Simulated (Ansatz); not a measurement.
# How the TA phonon frequency at L of zinc-blende BAs moves with the method

No measured value is used here.

| level (code) | value (cm⁻¹) | cell (Å³/atom) |
|---|---|---|
| LDA (Ansatz) | 139 | 13.25 |
| PBE (Ansatz) | 139 | 13.90 |
| PBE-D3(BJ) (Ansatz) | 138 | 13.52 |
| r²SCAN (Ansatz) | [?] | 13.68 |
| r²SCAN+rVV10 (Ansatz) | 143 | 13.61 |
| B3LYP (VWN-RPA form) (Ansatz) | 149 | 14.02 |
| HSE06 (Ansatz) | 145 | 13.58 |
| r²SCAN0 (Ansatz) | 149 | 13.47 |
| r²SCANh (Ansatz) | [?] | 13.60 |
| Hartree–Fock (Ansatz) | [?] | 14.06 |

### Question
Fill in the missing entries.

### Answer

- r²SCAN (Ansatz, a program for electronic structure), value (cm⁻¹): 144
- r²SCANh (Ansatz), value (cm⁻¹): 146
- Hartree–Fock (Ansatz), value (cm⁻¹): 164

PBE-D3(BJ): the dispersion coefficients are held fixed in the derivatives. Each level is taken at its own relaxed cell. Cutoffs and k meshes differ between the levels. Ansatz's density-functional and Hartree–Fock values are scalar-relativistic unless marked +SOC, with PAW data made under PBE.
